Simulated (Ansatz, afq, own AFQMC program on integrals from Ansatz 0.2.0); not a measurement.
**Where AFQMC and coupled cluster stand for H2O⁻, doublet**

```xyz
3

O     0.0000   -0.1279   -0.0722
H     0.0000    1.5411    1.9759
H     0.0000    0.4894   -0.8298
```

Basis aug-cc-pVDZ. Noble-gas cores (and the filled d shells of Ga–Kr and In–Xe) are frozen. Integrals, coupled cluster, full CI and functionals: Ansatz 0.2.0; the random walks run on the same integrals in our own AFQMC program. ph-AFQMC/CISD is guided by a CISD state made of CCSD amplitudes; releasing the constraint for a short imaginary time cuts its bias at the price of noise, slowly where states lie close. Error bars are statistical, one sigma.

Determinant: UHF, the one that the program's search chose, which needn't be the lowest solution. The geometry is a point of a scan.

No full CI on the walks' own integrals is used here; CCSDT(Q) serves as the reference and is uncertain by about the last step of the cluster series.

Cautions: higher spins were not checked; raised T1 diagnostic (T1 0.044, weight of the determinant 0.89, largest double 0.05).

The T1 diagnostic is 0.0439 and the weight of the determinant in the CISD state is 0.889. The ⟨S²⟩ of the determinant is 0.756. The size of the correlated space is 9 electrons in 40 orbitals.

Reference: CCSDT(Q), correlation energy -6.956 eV. The released energy is read at 2.40 1/Eh (meV from the phaseless value at times in 1/Eh: -36 ± 28 at 0.24, -35 ± 28 at 0.51, 21 ± 27 at 0.99, -18 ± 47 at 1.62, -13 ± 55 at 2.40).

```json
{"level": "HF", "E − E(reference) (kJ/mol)": "671.2", "share of correlation (%)": "0.00"}
{"level": "MP2", "E − E(reference) (kJ/mol)": "31.5", "share of correlation (%)": "95.31"}
{"level": "CCSD", "E − E(reference) (kJ/mol)": "29.6", "share of correlation (%)": "95.59"}
{"level": "CCSD(T)", "E − E(reference) (kJ/mol)": "5.4", "share of correlation (%)": "99.19"}
{"level": "CCSDT", "E − E(reference) (kJ/mol)": "2.9", "share of correlation (%)": "99.56"}
{"level": "ph-AFQMC/HF", "E − E(reference) (kJ/mol)": "-19.5 ± 7.4", "share of correlation (%)": "102.91"}
{"level": "ph-AFQMC/CISD", "E − E(reference) (kJ/mol)": "1.2 ± 2.8", "share of correlation (%)": "99.82"}
{"level": "released AFQMC", "E − E(reference) (kJ/mol)": "-0.1 ± 5.3", "share of correlation (%)": "100.01"}
```

A walk keeps the symmetry of its determinant, which the program's search chose and which needn't be the lowest solution, so a lower state of the same spin and another symmetry isn't excluded. Released energies are given only where the last usable release times agree within the noise; a slower fall can still hide under it.
